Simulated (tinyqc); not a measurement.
Extended Hueckel theory, for LiF+, step by step. The parameters take no account of the charge, which enters only through the electron count. One step of it, computed by the program tinyqc.

Problem. Wolfsberg-Helmholz matrix. H_ij = K' S_ij (H_ii + H_jj)/2 for i != j (the diagonal keeps H_ii), with K' = 1.75.

overlap S, lower triangle:
```
            1Li 2s   1Li 2px   1Li 2py    1Li 2pz     2F 2s    2F 2px    2F 2py    2F 2pz
1Li 2s    1.000000
1Li 2px   0.000000  1.000000
1Li 2py   0.000000  0.000000  1.000000
1Li 2pz   0.000000  0.000000  0.000000   1.000000
2F 2s     0.298144  0.000000  0.000000   0.432406  1.000000
2F 2px    0.000000  0.162163  0.000000   0.000000  0.000000  1.000000
2F 2py    0.000000  0.000000  0.162163   0.000000  0.000000  0.000000  1.000000
2F 2pz   -0.064380  0.000000  0.000000  -0.049516  0.000000  0.000000  0.000000  1.000000
```

diagonal H_ii (eV): 1Li 2s -5.400000, 1Li 2px -3.500000, 1Li 2py -3.500000, 1Li 2pz -3.500000, 2F 2s -40.000000, 2F 2px -18.100000, 2F 2py -18.100000, 2F 2pz -18.100000

K = 1.750000

Give: H.

Solution.

H (eV), lower triangle:
```
          1Li 2s  1Li 2px  1Li 2py  1Li 2pz    2F 2s   2F 2px   2F 2py   2F 2pz
1Li 2s    -5.400
1Li 2px    0.000   -3.500
1Li 2py    0.000    0.000   -3.500
1Li 2pz    0.000    0.000    0.000   -3.500
2F 2s    -11.844    0.000    0.000  -16.458  -40.000
2F 2px     0.000   -3.065    0.000    0.000    0.000  -18.100
2F 2py     0.000    0.000   -3.065    0.000    0.000    0.000  -18.100
2F 2pz     1.324    0.000    0.000    0.936    0.000    0.000    0.000  -18.100
```
